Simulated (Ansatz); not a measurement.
# The cluster B₂H₃ (doublet): inputs that go wrong

Aim: try 2 inputs for the cluster B₂H₃ (doublet) as typed, read how each ends, and find what has to change.

Method: the settings change from run to run; program: Ansatz 0.2.0, Gaussian basis.

## Step 1: The geometry

The geometry comes from an earlier relaxation with B3LYP-D4 in a triple-zeta def2 set; it is a stationary point.

5 atoms, charge 0, spin multiplicity 2.

Atoms are counted from 1 here; the program's logs count them from 0.

Bond lengths: B1–B2 1.561 Å, B1–H4 1.195 Å, B1–H5 1.195 Å, B2–H3 1.177 Å. Angles: B2–B1–H4 120.9°, B2–B1–H5 120.9°, H4–B1–H5 118.3°, B1–B2–H3 180.0°.

## Step 2: Try 1

in.yaml reads:

```yaml
crystal:
  periodic: [false, false, false]
  atoms:
    - {symbol: B, position_ang: [0.473081, -0.297472, -0.255385]}
    - {symbol: D, position_ang: [-0.728723, 0.458450, 0.393348]}
    - {symbol: H, position_ang: [-1.634540, 1.028026, 0.882489]}
    - {symbol: H, position_ang: [1.090602, 0.190097, -1.155170]}
    - {symbol: H, position_ang: [0.799590, -1.379101, 0.134718]}
basis:
  gaussian: {orbitals: "6-31++G**"}
total_charge: 1
hamiltonian: {xc: {name: wB97M-V}}
scf: {lower_state_search: light}
```

On the command line:

```
$ ansatz run in.yaml --threads 4 --pin off --events-out ev --progress --plain --max-ram 3916MiB
```

The log of the run:

```text
Error: YAML parse error: error: line 5 column 16: `D` is not an element symbol (H … Og, case-exact)
 --> <input>:5:16
  |
3 |   atoms:
4 |     - {symbol: B, position_ang: [0.473081, -0.297472, -0.255385]}
5 |     - {symbol: D, position_ang: [-0.728723, 0.458450, 0.393348]}
  |                ^ `D` is not an element symbol (H … Og, case-exact)
6 |     - {symbol: H, position_ang: [-1.634540, 1.028026, 0.882489]}
7 |     - {symbol: H, position_ang: [1.090602, 0.190097, -1.155170]}
  |
```

Wall time 0.05 s (4 threads of Arm Neoverse V2, shared host).

Diagnosis: The program refused the input. An element symbol is wrong. It also asks for charge 1 and multiplicity 1, another species or state than the molecule above. To mend it, correct the symbol, and set charge and spin to those of the species named.

## Step 3: Try 2

in.yaml reads:

```yaml
crystal:
  periodic: [false, false, false]
  atoms:
    - {symbol: B, position_ang: [0.473081, -0.297472, -0.255385]}
    - {symbol: B, position_ang: [-0.728723, 0.458450, 0.393348]}
    - {symbol: H, position_ang: [-1.634540, 1.028026, 0.882489]}
    - {symbol: H, position_ang: [1.090602, 0.190097, -1.155170]}
    - {symbol: h, position_ang: [0.799590, -1.379101, 0.134718]}
basis:
  gaussian: {orbitals: STO-3G}
total_charge: 1
hamiltonian: {xc: {name: B2GP-PLYP}}
```

Same command.

The log of the run:

```text
Error: YAML parse error: error: line 8 column 16: `h` is not an element symbol (H … Og, case-exact)
  --> <input>:8:16
   |
 6 |     - {symbol: H, position_ang: [-1.634540, 1.028026, 0.882489]}
 7 |     - {symbol: H, position_ang: [1.090602, 0.190097, -1.155170]}
 8 |     - {symbol: h, position_ang: [0.799590, -1.379101, 0.134718]}
   |                ^ `h` is not an element symbol (H … Og, case-exact)
 9 | basis:
10 |   gaussian: {orbitals: STO-3G}
   |
```

It took 0.05 s on 4 threads of Arm Neoverse V2, shared host.

Diagnosis: The program refused the input. An element symbol is wrong. It also asks for charge 1 and multiplicity 1, another species or state than the molecule above. Cure: correct the symbol, and set charge and spin to those of the species named.

## Step 4: Summary

```
try              level    ended                       cause    time
  1  wB97M-V/6-31++G**  refused  an element symbol is wrong  0.05 s
  2   B2GP-PLYP/STO-3G  refused  an element symbol is wrong  0.05 s
```

2 refused. A refusal costs next to no computing time.
